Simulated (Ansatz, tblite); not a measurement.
**The cluster Li6+: a ladder of methods and basis sets**

The task here is to estimate one member of a computed series from the others.

Computed with Ansatz 0.2.0, Gaussian basis. Level: as each input shows.

Levels to be run: GFN1-xTB, GFN2-xTB, PBE/def2-TZVP, r2SCAN/def2-TZVP, HF/def2-TZVP, B3LYP/def2-TZVP, ωB97M-V/def2-TZVP, revPBE/def2-TZVP, r2SCANh/def2-TZVP, PBE+5HF/def2-TZVP, PBE+10HF/def2-TZVP, PBE+15HF/def2-TZVP, PBE+35HF/def2-TZVP, PBE+50HF/def2-TZVP, PBE/def2-SVP, PBE0/def2-SVP, HF/STO-3G, HF/6-31G, B3LYP/6-31G, CCSD(T)/def2-TZVPP, MP2/def2-TZVP, RPA/def2-TZVP.

2 further runs of the same task are left out: 2 set aside as unsound or not needed.

### The geometry

The doublet was relaxed beforehand with PBE0/def2-TZVP. At that level it is the lowest of the isomers that a small search found.

6 atoms, charge 1, spin multiplicity 2.

Bond lengths: Li1–Li4 3.012 Å, Li1–Li5 3.020 Å, Li2–Li4 3.023 Å, Li2–Li5 3.014 Å, Li4–Li5 2.626 Å. Angles: Li4–Li1–Li5 51.6°, Li4–Li2–Li5 51.6°, Li1–Li4–Li2 69.7°, Li1–Li4–Li5 64.3°, Li2–Li4–Li5 64.0°, Li1–Li5–Li2 69.7°, Li1–Li5–Li4 64.0°, Li2–Li5–Li4 64.4°.

The ion is computed in the gas phase, without counter-ions or solvent.

PBE0/def2-TZVP was run before; its log isn't repeated, and its numbers join the tables.

The first run:

Tight binding, by tblite at 300 K electronic temperature and without a spin-polarisation term:

```python
tblite.interface.Calculator('GFN1-xTB', numbers, positions, charge=1, uhf=1).singlepoint()
```

Tight binding, by tblite at 300 K electronic temperature and without a spin-polarisation term:

```python
tblite.interface.Calculator('GFN2-xTB', numbers, positions, charge=1, uhf=1).singlepoint()
```

start.molden holds the orbitals of an earlier run on this state, given as this run's starting guess.

Input file in.yaml:

```yaml
crystal:
  periodic: [false, false, false]
  atoms:
    - {symbol: Li, position_ang: [-0.827957, -2.190726, 0.606673]}
    - {symbol: Li, position_ang: [-2.135481, 1.000027, 0.557237]}
    - {symbol: Li, position_ang: [2.154287, -2.026283, -0.382680]}
    - {symbol: Li, position_ang: [-0.058659, -0.052854, -1.369963]}
    - {symbol: Li, position_ang: [0.754007, 0.334103, 1.096913]}
    - {symbol: Li, position_ang: [0.113802, 2.935723, -0.508179]}
basis:
  gaussian: {orbitals: def2-TZVP, initial_orbitals: start.molden}
total_charge: 1
magnetization: {spin_polarized: true, initial_magnetization: 1}
hamiltonian: {xc: pbe}
scf: {omitted_lower_state_checks: [starts]}
output: {orbitals: {seedname: orbitals}}
```

Run with:

```
> ansatz run in.yaml --threads 4 --pin off --events-out ev --progress --plain --max-ram 3916MiB
```

Steps of the session up to this table: PBE/def2-TZVP; r2SCAN/def2-TZVP; HF/def2-TZVP; B3LYP/def2-TZVP; ωB97M-V/def2-TZVP; revPBE/def2-TZVP; r2SCANh/def2-TZVP; PBE+5HF/def2-TZVP; PBE+10HF/def2-TZVP; PBE+15HF/def2-TZVP; PBE+35HF/def2-TZVP; PBE+50HF/def2-TZVP; PBE/def2-SVP; PBE0/def2-SVP; HF/STO-3G; HF/6-31G; B3LYP/6-31G; CCSD(T)/def2-TZVPP; MP2/def2-TZVP; RPA/def2-TZVP.

One table of the session follows, with a row left open; its other results are not shown here.

It belongs to the step «Levels side by side». 

| level | HOMO (eV) | LUMO (eV) | gap (eV) |
| --- | --- | --- | --- |
| HF/STO-3G | -7.96 | -2.10 | 5.86 |
| HF/6-31G | -8.36 | -2.98 | 5.38 |
| HF/def2-TZVP | -8.38 | -3.10 | 5.28 |
| PBE/def2-SVP | ? | ? | ? |
| PBE/def2-TZVP | -6.55 | -5.77 | 0.78 |
| revPBE/def2-TZVP | -6.54 | -5.73 | 0.80 |
| r2SCAN/def2-TZVP | -6.62 | -5.57 | 1.05 |
| r2SCANh/def2-TZVP | -6.82 | -5.38 | 1.44 |
| B3LYP/6-31G | -6.76 | -5.28 | 1.48 |
| B3LYP/def2-TZVP | -6.83 | -5.39 | 1.43 |
| PBE0/def2-SVP | -6.96 | -5.04 | 1.92 |
| PBE0/def2-TZVP | -7.07 | -5.20 | 1.87 |
| ωB97M-V/def2-TZVP | -7.93 | -4.32 | 3.62 |
| PBE+5HF/def2-TZVP | -6.65 | -5.65 | 1.00 |
| PBE+10HF/def2-TZVP | -6.75 | -5.54 | 1.22 |
| PBE+15HF/def2-TZVP | -6.86 | -5.43 | 1.43 |
| PBE+35HF/def2-TZVP | -7.29 | -4.98 | 2.31 |
| PBE+50HF/def2-TZVP | -7.61 | -4.65 | 2.96 |

Q: Estimate the row for PBE/def2-SVP from the others.

The run gave: HOMO (eV): -6.44; LUMO (eV): -5.63; gap (eV): 0.81. In the column «HOMO (eV)» it is the highest.

Limits of these values: Doubts: large T1 diagnostic, spin contamination. Notes on CCSD(T)/def2-TZVPP: large T1 diagnostic, spin contamination.
